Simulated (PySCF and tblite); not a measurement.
The numbers below are computed, except where a source is named.
(CH3)2CHCHF2, C₄H₈F₂, numbered as in [CH3:1][CH:2]([CH3:3])[CH:4]([F:5])[F:6].

The ensemble was built from 60 distance-geometry starts (ETKDG and KDG, MMFF94s, GFN2-xTB) and rests on GFN2-xTB geometries. Free energies are PBE0-D3(BJ)/pcSseg-1 single points with GFN2-xTB rigid-rotor and vibrational terms (modes under about 100 cm⁻¹ blended into free rotors). Symmetry numbers and mirror images are counted. Conformers within 3 kcal/mol (GFN2-xTB free energy) were kept, 10 at most. Programs: PySCF with density fitting and tblite.

Torsions listed: C1–C2–C4–F5. Of a mirror pair one member is shown.

```tsv
conformer	shape	symmetry	dipole D
1	60°	Cs	2.23
2	-56°	C1 (pair)	2.17
```

(1) Which of these conformers is the most populated at 298.15 K, and with what share?

(2) Give the DFT energies and free energies relative to the lowest, and all weights.

(3) How does its share change from 150 K to 400 K?

Answers

(1) Conformer 2, about 68 %. The lead over the next is within the error of the method.

(2) 
```
conformer  shape  E(DFT) kcal/mol  G(298.15 K) kcal/mol  weight %
        1    60°             0.07                  0.45      31.9
        2   -56°             0.00                  0.00      68.1
```

(3) From 70 % to 68 %; the mixing entropy goes from 2.18 to 2.18 cal/(mol K).


Conformer gaps in pcSseg-1 on xTB geometries can be 2 kcal/mol off for S=O, P=O and other polar bonds.